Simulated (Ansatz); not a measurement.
C5H6 can be A, `C=CC1=CC1`, or B, `CC1=CC=C1`.

Isolated molecules relaxed with PBE0-D4/def2-TZVP in Ansatz; ΔE leaves out vibrations. CCSD(T)/CBS is the MP2 limit (def2-TZVPP, def2-QZVPP) plus CCSD(T) − MP2 in def2-TZVPP, frozen cores. Functionals use def2-TZVPP. B3LYP here is the variant with VWN-RPA as its local correlation; programs differ in this. Each species was taken in one conformer, which may not be the lowest.

Q: Which is lower in electronic energy at CCSD(T)/CBS, and by how much? (Estimate.)

A: Computed: A, by 12.7 kcal/mol.

Q: Give E(B) − E(A) in kcal/mol with CCSD(T)/def2-TZVPP, PBE-D4, ωB97M-V, B2PLYP, B3LYP-D4, CCSD(T)/def2-SVP, CCSD/def2-TZVPP. (Best estimate.)

A: The calculation gave: CCSD(T)/def2-TZVPP 13.1, PBE-D4 16.9, ωB97M-V 14.8, B2PLYP 16.9, B3LYP-D4 17.9, CCSD(T)/def2-SVP 14.0, CCSD/def2-TZVPP 13.8. None reverses the order clearly.

Q: Does the order hold for the free energy at 298.15 K (harmonic terms from PBE0-D4)? (An estimate is asked.)

A: The calculation gave: Yes: G(B) − G(A) = +12.4 kcal/mol, for one conformer each.

Largest T1 diagnostic: 0.012.

Leaving LDA and LC-ωPBE aside and taking each functional with its dispersion term where it has one, the values, not all of them listed here, spread over 4.6 kcal/mol, from ωB97M-V to r2SCAN-D4. LDA lies −1.1 kcal/mol from PBE without D4. At CCSD(T), def2-SVP lies +1.3 kcal/mol from the extrapolated value and def2-TZVPP +0.4 kcal/mol.
